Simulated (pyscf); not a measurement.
HN=SiH–SiH₃ + H₂ → H₂N–SiH: [singlet] + SiH₄, a concerted two-bond exchange (singlet surface; Si–Si, H–H broken, H–N, H–Si formed). Optimised with ωB97X-D3(BJ)/def2-SVP in PySCF. Energies in kcal/mol from the separated reactants.

AM1 to PM7: differences of heats of formation from MOPAC, which are fitted to 298 K values and so differ in kind from electronic energies by zero-point and thermal terms. 

Problem. In single points PM6 puts the saddle at 46.0 kcal/mol and the reaction energy at +26.2 kcal/mol. Should these be trusted to within a few kcal/mol? Compare with ωB97M-D3(BJ)/def2-TZVP.

Solution. ωB97M-D3(BJ)/def2-TZVP gives ΔE‡ = 27.1 kcal/mol and ΔE = -23.3 kcal/mol. PM6 lies 19.0 kcal/mol over it in the barrier and 49.5 kcal/mol over it in the reaction energy, so on this step it does not hold to within 3.0 kcal/mol. ωB97M-D3(BJ)/def2-TZVP has limits of its own. HN=SiH–SiH₃ lies 28.5 kcal/mol over its isomer :HSi–NH–SiH₃ [singlet] (electronic energy, ωB97M-D3(BJ)/def2-TZVP). One saddle was located; it need not be the lowest between these sides.
